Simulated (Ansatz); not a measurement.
`S[Si]Cl` + H₂O → `O[Si]Cl` + H₂S  (formal hydrolysis of the Si–S bond)

Isolated molecules relaxed with PBE0-D4/def2-TZVP in Ansatz; ΔE leaves out vibrations. CBS: def2 TZ/QZ extrapolation, frozen cores. Functionals use def2-TZVPP. One conformer a species, not always the lowest.

`S[Si]Cl`:

```xyz
4

S     0.770    0.741    0.369
Si   -0.560   -0.588   -0.640
Cl   -1.574   -1.278    1.047
H     1.363    1.125   -0.776
```

H₂O:

Z-matrix (Å, degrees):
```
O
H 1 0.960
H 1 0.960 2 105.1
```

`O[Si]Cl`:

```xyz
4

O    -0.654    0.858    0.037
Si    0.696    0.396   -0.764
Cl    1.020   -1.526    0.046
H    -1.062    0.271    0.682
```

H₂S:

```xyz
3

S     0.575    0.217   -0.076
H    -0.218    0.042    0.991
H    -0.357   -0.259   -0.915
```

Q: Is it downhill or uphill in electronic energy at CCSD(T)/CBS, and by how much? (Best estimate.)

A: The calculation gave: Downhill: ΔE = -9.5 kcal/mol.

Q: What do these levels give: r2SCAN0-D4, BLYP, r2SCAN, r2SCAN0, LC-ωPBE, MP2/def2-SVP, CCSD/def2-SVP, HF/def2-QZVPP, CCSD(T)/def2-QZVPP, CCSD(T)/cc-pV(D+d)Z, HF/cc-pV(Q+d)Z, MP2/CBS(cc)? (An estimate is asked.)

A: Ansatz gave: r2SCAN0-D4 -9.2, BLYP -11.2, r2SCAN -9.2, r2SCAN0 -9.4, LC-ωPBE -11.3, MP2/def2-SVP -11.1, CCSD/def2-SVP -11.5, HF/def2-QZVPP -14.2, CCSD(T)/def2-QZVPP -10.0, CCSD(T)/cc-pV(D+d)Z -10.7, HF/cc-pV(Q+d)Z -14.6, MP2/CBS(cc) -9.1 kcal/mol.

Largest T1 diagnostic among the species: 0.014.

Leaving LDA and LC-ωPBE aside and taking each functional with its dispersion term where it has one, the values, not all of them listed here, spread over 6.1 kcal/mol, from CAM-B3LYP-D4 to revPBE-D4. LDA lies −1.0 kcal/mol from PBE without D4. In def2-TZVPP, CCSD(T) changes the Hartree–Fock value by +3.4 kcal/mol (the triples alone add +0.9 kcal/mol) and MP2 by +4.2 kcal/mol.
